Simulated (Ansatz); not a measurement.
# C2H4N2O: the cost of one run

Computed with Ansatz 0.2.0, driven from Python. Level of theory: PBE/cc-pVDZ.

## (1) Starting point

Bond lengths: O1–C2 1.254 Å, C2–N3 1.275 Å, N3–C4 1.490 Å, C2–N5 1.329 Å, C4–N5 1.411 Å, O1–H6 1.011 Å, C4–H7 1.050 Å, C4–H8 1.111 Å, N5–H9 1.044 Å. Angles: O1–C2–N3 133.5°, O1–C2–N5 128.1°, N3–C2–N5 98.4°, C2–O1–H6 111.0°, C2–N3–C4 87.3°, N3–C4–N5 85.6°, N3–C4–H7 119.0°, N3–C4–H8 109.7°, N5–C4–H7 117.0°, N5–C4–H8 110.6°, H7–C4–H8 112.2°, C2–N5–C4 88.6°, C2–N5–H9 111.5°, C4–N5–H9 120.5°.

The script holds or builds the structure itself.

## (2) The code

The input, torsion_c2h4n2o.py:

```python
"""Energy of C2H4N2O as one group turns about a bond."""

import ansatz as az
from ase import Atoms


def main() -> None:
    atoms = Atoms(["O", "C", "N", "C", "N", "H", "H", "H", "H"], positions=[
        (-0.5357, 1.887, -0.1363),
        (-0.1303, 0.7004, -0.1551),
        (0.0149, -0.1619, -1.0824),
        (0.5055, -1.1016, -0.036),
        (0.2428, -0.0545, 0.8733),
        (-0.7574, 2.2097, -1.0684),
        (1.4945, -1.4512, -0.0889),
        (-0.2244, -1.9283, 0.0973),
        (-0.5215, -0.1458, 1.5793),
    ])

    # start the scan from a relaxed geometry
    first = (
        az.Crystal.molecule_from_ase(atoms).calculation()
        .basis(gaussian="cc-pVDZ")  # the orbital basis, by name
        .functional("pbe")
        .relax(force_tolerance=0.02, max_steps=80)  # relax until the tolerances are met
    )
    atoms.positions = first.run().report["positions_ang"]

    start = atoms.get_dihedral(2, 1, 0, 5)
    energies = {}
    for turn in range(0, 360, 30):
        turned = atoms.copy()
        turned.set_dihedral(2, 1, 0, 5, start + turn, indices=[0, 5])
        base = (
            az.Crystal.molecule_from_ase(turned).calculation()
            .basis(gaussian="cc-pVDZ")
            .functional("pbe")
        )
        energies[round((start + turn) % 360)] = base.run().report["free_energy_ev"]
    floor = min(energies.values())
    print("dihedral N2-C1-O0-H5 (deg)   E - E(min) (eV)")
    for angle, e in sorted(energies.items()):
        print(f"{angle:8d} {(e - floor):14.3f}  " + "#" * int(30 * (e - floor) / max(max(energies.values()) - floor, 1e-9)))


if __name__ == "__main__":
    main()
```

## (3) Launch

Started as:

```bash
python torsion_c2h4n2o.py
```

**Question.** How long does this script take on 1 thread of Arm Neoverse V1, shared host, and how much memory does it need?

About 56 s, with a peak of 0.25 GiB.
